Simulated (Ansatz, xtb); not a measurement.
A geometry optimisation of H3NOS with r2SCAN-D4/def2-SVP

The starting geometry of this gas-phase singlet has its atoms placed at random.

```json
{"atom": "N", "x (Å)": "-2.0235", "y (Å)": "-0.4334", "z (Å)": "-0.6674"}
{"atom": "O", "x (Å)": "-0.6681", "y (Å)": "-1.0445", "z (Å)": "1.1442"}
{"atom": "S", "x (Å)": "0.4542", "y (Å)": "-0.3137", "z (Å)": "0.0055"}
{"atom": "H", "x (Å)": "-1.3555", "y (Å)": "0.0397", "z (Å)": "0.1134"}
{"atom": "H", "x (Å)": "1.2141", "y (Å)": "0.9506", "z (Å)": "-1.2087"}
{"atom": "H", "x (Å)": "-1.2373", "y (Å)": "-0.0195", "z (Å)": "-1.1470"}
```

One run relaxed it with r2SCAN-D4/def2-SVP. What is a likely outcome?

It ends as `N[SH]=O`. Distances that change by over a tenth: O2–S3 (1.76 → 1.50 Å). Contacts that close: N1–S3 (2.57 → 1.73 Å), S3–H5 (1.91 → 1.40 Å).

The energy falls by 9.60 eV over 33 steps:

| step | E − E(last) (eV) |
| --- | --- |
| 1 | 9.598 |
| 5 | 3.132 |
| 8 | 0.705 |
| 12 | 0.396 |
| 15 | 0.389 |
| 19 | 0.316 |
| 22 | 0.261 |
| 26 | 0.242 |
| 29 | 0.081 |
| 33 | 0.000 |

Final geometry (Å):

```xyz
6

N    -1.2102    0.0937   -0.9422
O     0.1585   -1.1283    1.0447
S     0.2869   -0.4769   -0.2954
H    -1.7675    0.5517   -0.2142
H     0.6564    0.8538   -0.0767
H    -1.7402   -0.7147   -1.2761
```

From the same start GFN2-xTB ends elsewhere, at `NOS`.

From so rough a start the end depends on the optimiser's path, so another program may land elsewhere. The end wasn't checked by frequencies. Run with Ansatz 0.2.0, 61 s on 1 thread of Arm Neoverse V2, on a shared host.
